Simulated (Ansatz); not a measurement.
# CH2BN, SMILES B1C=N1: an active-space calculation

Computed with Ansatz 0.2.0 through its Python package.

`ch2bn.py`
```python
"""Active-space calculation on CH2BN."""

import ansatz as az
from ase import Atoms


def main() -> None:
    atoms = Atoms(["B", "C", "N", "H", "H"], positions=[
        [-0.6111, -0.2304, -0.2367],
        [0.6461, 0.2084, 0.2393],
        [0.3011, -1.1104, 0.227],
        [-1.6502, 0.0644, -0.7037],
        [1.364, 0.9943, 0.4327],
    ])
    molecule = az.Crystal.molecule_from_ase(atoms)

    calc = (
        molecule.calculation()
        .basis(gaussian="cc-pVDZ")
        .correlation(active_electrons=4, active_orbitals=4)
    )
    for method in ["sc_nevpt2"]:
        data = (calc if method is None else calc.correlation(method)).run().report
        space = data["configurations"]
        state = space["states"][0]
        print(method or "casscf", f"total {data['free_energy_ev'] / 27.211386246:.6f} Ha, active-space state {state['energy']['hartree']:.6f} Ha, mean field {data['reference_energy_ev'] / 27.211386246:.6f} Ha")
        print("  determinants", state["n_determinants"], " natural occupations", [round(n, 3) for n in space["natural_occupations"]])
    print("effectively unpaired electrons, sum of min(n, 2 - n):", round(sum(min(n, 2 - n) for n in space["natural_occupations"]), 3))


if __name__ == "__main__":
    main()
```

```console
$ python ch2bn.py
sc_nevpt2 total -118.447299 Ha, active-space state -118.165004 Ha, mean field -118.103516 Ha
  determinants 36  natural occupations [1.971, 1.944, 0.056, 0.029]
effectively unpaired electrons, sum of min(n, 2 - n): 0.17
```

Reading the output:
- Total energies depend on the basis set; only differences at equal settings carry meaning.
- The geometry is a force-field or estimated start, not a minimum of this method, and the basis set is short of its limit. The active space starts as a window about the frontier orbitals and is then optimised, not chosen by chemistry.
- It ran for 1.4 s on 1 thread of Arm Neoverse V1, with other jobs on the host, peak memory 0.16 GiB.
